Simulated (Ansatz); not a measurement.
**LiSiH₂ radical (SMILES [Li][SiH2]): single points off equilibrium**

Aim: energy, forces and dipole at a structure displaced at random from a GFN2-xTB minimum, from CCSD(T) and from density functionals.

The runs use Ansatz 0.2.0, Gaussian basis; single points in def2-TZVPP.

Correlated methods freeze the cores. The outer core shell of Li, Na, Mg and K is correlated. Orbitals are unrestricted.

## Step 1: Where the work starts

SMILES `[Li][SiH2]`, 4 atoms, charge 0, spin multiplicity 2.

Atoms are counted from 1 here; the program's logs count them from 0.

Bond lengths: Li1–Si2 2.374 Å, Si2–H3 1.472 Å, Si2–H4 1.556 Å. Angles: Li1–Si2–H3 133.5°, Li1–Si2–H4 128.1°, H3–Si2–H4 98.3°.

As a file:

```xyz
4

Li   -2.1980    0.5107   -0.2640
Si    0.0874   -0.0533    0.0413
H     0.8882   -1.2462   -0.2775
H     1.2161    0.8155    0.6669
```

## Step 2: CCSD(T)/def2-TZVPP

File run/in.yaml:

```yaml
crystal:
  periodic: [false, false, false]
  atoms:
    - {symbol: Li, position_ang: [-2.198000, 0.510700, -0.264000]}
    - {symbol: Si, position_ang: [0.087400, -0.053300, 0.041300]}
    - {symbol: H, position_ang: [0.888200, -1.246200, -0.277500]}
    - {symbol: H, position_ang: [1.216100, 0.815500, 0.666900]}
basis:
  gaussian: {orbitals: def2-TZVPP}
magnetization: {spin_polarized: true, initial_magnetization: 1}
correlation: {method: ccsd_t}
scf: {omitted_lower_state_checks: [cluster_reference]}
output: {forces: true}
```

The command line of these runs was not kept.

## Step 3: PBE0-D4/def2-TZVPP

run/in.yaml, as its differences from that of step 2:

```diff
@@ -10,4 +10,3 @@
 magnetization: {spin_polarized: true, initial_magnetization: 1}
-correlation: {method: ccsd_t}
-scf: {omitted_lower_state_checks: [cluster_reference]}
-output: {forces: true}
+hamiltonian: {xc: pbe0, dispersion: d4}
+output: {forces: true, orbitals: {seedname: orbitals}}
```

## Step 4: wB97M-V/def2-TZVPP

run/in.yaml, as its differences from that of step 3:

```diff
@@ -10,3 +10,3 @@
 magnetization: {spin_polarized: true, initial_magnetization: 1}
-hamiltonian: {xc: pbe0, dispersion: d4}
-output: {forces: true, orbitals: {seedname: orbitals}}
+hamiltonian: {xc: {name: wB97M-V}}
+output: {forces: true}
```

## Step 5: r2SCAN-D4/def2-TZVPP

run/in.yaml, as its differences from that of step 4:

```diff
@@ -10,3 +10,3 @@
 magnetization: {spin_polarized: true, initial_magnetization: 1}
-hamiltonian: {xc: {name: wB97M-V}}
+hamiltonian: {xc: r2scan, dispersion: d4}
 output: {forces: true}
```

## Step 6: PBE-D4/def2-TZVPP

run/in.yaml, as its differences from that of step 5:

```diff
@@ -10,3 +10,3 @@
 magnetization: {spin_polarized: true, initial_magnetization: 1}
-hamiltonian: {xc: r2scan, dispersion: d4}
+hamiltonian: {xc: pbe, dispersion: d4}
 output: {forces: true}
```

## Step 7: r2SCANh-D4/def2-TZVPP

run/in.yaml, as its differences from that of step 6:

```diff
@@ -10,3 +10,3 @@
 magnetization: {spin_polarized: true, initial_magnetization: 1}
-hamiltonian: {xc: pbe, dispersion: d4}
+hamiltonian: {xc: {name: r2SCANh}, dispersion: d4}
 output: {forces: true}
```

## Step 8: BLYP-D4/def2-TZVPP

run/in.yaml, as its differences from that of step 7:

```diff
@@ -10,3 +10,3 @@
 magnetization: {spin_polarized: true, initial_magnetization: 1}
-hamiltonian: {xc: {name: r2SCANh}, dispersion: d4}
+hamiltonian: {xc: {name: BLYP}, dispersion: d4}
 output: {forces: true}
```

(Steps that only read results are left out.)

Q: Predict the outcome of this session. Wanted: energy less free atoms, CCSD(T)/def2-TZVPP; RMS force component; RMS force error; HOMO and LUMO, PBE0-D4; T1 diagnostic.

**Answer**, as computed:

| quantity | value |
| --- | --- |
| energy less free atoms, CCSD(T)/def2-TZVPP | -789.7 kJ/mol |
| RMS force component | 0.377 to 0.416 eV/Å over the methods |
| RMS force error | PBE0-D4 0.049, wB97M-V 0.044, r2SCAN-D4 0.029, PBE-D4 0.135, r2SCANh-D4 0.008, BLYP-D4 0.095 eV/Å |
| HOMO and LUMO, PBE0-D4 | -4.30 and -1.48 eV |
| T1 diagnostic | 0.015 |

What this shows: Against CCSD(T) the functionals' energies less atoms differ by -29.5 to -8.6 kJ/mol, PBE-D4 by -10.5 kJ/mol. CCSD(T) in triple zeta still lacks some correlation energy of the bonds, so part of these gaps is its own basis error and they don't rank the functionals. For forces r2SCANh-D4 does best and PBE-D4 worst. Frozen-core CCSD(T) forces in triple zeta carry basis errors of their own, and this is one geometry, so small gaps rank nothing.
